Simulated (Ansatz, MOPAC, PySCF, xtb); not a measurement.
Dimer: CH5N (SMILES CN) (first 7 atoms) with CH5N (SMILES CN); geometry from S66by8 set.
(charge 0, multiplicity 1):
```xyz
14

N     -1.3371     0.2016    -0.6226
H     -0.5085    -0.3832    -0.6730
H     -1.9990    -0.1881    -1.2808
C     -1.8971     0.1221     0.7248
H     -2.7912     0.7399     0.7860
H     -2.1612    -0.8852     1.0623
H     -1.1788     0.5294     1.4339
N      1.5082    -0.6951    -0.4878
H      1.8044    -0.4206    -1.4158
H      2.1317    -1.4428    -0.2126
C      1.6684     0.4401     0.4259
H      1.3982     0.1254     1.4315
H      2.6758     0.8619     0.4629
H      0.9758     1.2259     0.1332
```

| level | interaction energy (kcal/mol) | minus published value |
|---|---|---|
| PM6 | -0.37 | 3.33 |
| GFN2-xTB | -2.32 | 1.38 |
| HF/STO-3G (no counterpoise) | -1.58 | 2.12 |
| HF/3-21G (no counterpoise) | -5.06 | -1.36 |
| HF/6-31G* | -0.18 | 3.52 |
| HF/6-31G* (no counterpoise) | -1.29 | 2.41 |
| PBE/def2-TZVPPD | -2.40 | 1.30 |
| BP86/6-31G* (no counterpoise) | -3.54 | 0.16 |
| r2SCAN/def2-TZVPPD | -3.13 | 0.57 |
| B3LYP-D4/def2-TZVPPD | -3.55 | 0.15 |
| wB97X-V/def2-TZVPPD | -3.39 | 0.31 |
| SCS-MP2/aug-cc-pVDZ | -1.84 | 1.86 |
| CCSD/aug-cc-pVDZ | -2.12 | 1.58 |
| CCSD(T)/aug-cc-pVDZ | -2.66 | 1.04 |

Published value: -3.70 kcal/mol (computed benchmark interaction energy, Řezáč et al., J. Chem. Theory Comput. 7, 2427 (2011), S66x8). The comparison column counts from a level with limits of its own.

The rows run from -5.06 (HF/3-21G (no counterpoise)) to -0.18 kcal/mol (HF/6-31G*). The 3 functionals in def2-TZVPPD without D3 or D4 span 0.98, from wB97X-V to PBE.

Counterpoise-corrected where a basis set is named; no monomer relaxation. Rows marked so take none.

Cores are frozen in the correlated methods. Rows in 3-21G, 6-31G*, STO-3G carry no dispersion term and start afresh at each structure (6-31G* with six Cartesian d functions). The state that PM6 reach isn't checked.

Codes used: Ansatz (a quantum-chemistry and plane-wave program); MOPAC for PM6 (differences of heats of formation); PySCF for 3-21G rows, 6-31G* rows, STO-3G rows, the dispersion terms; xtb for the GFN methods. Each number belongs to the level named beside it.
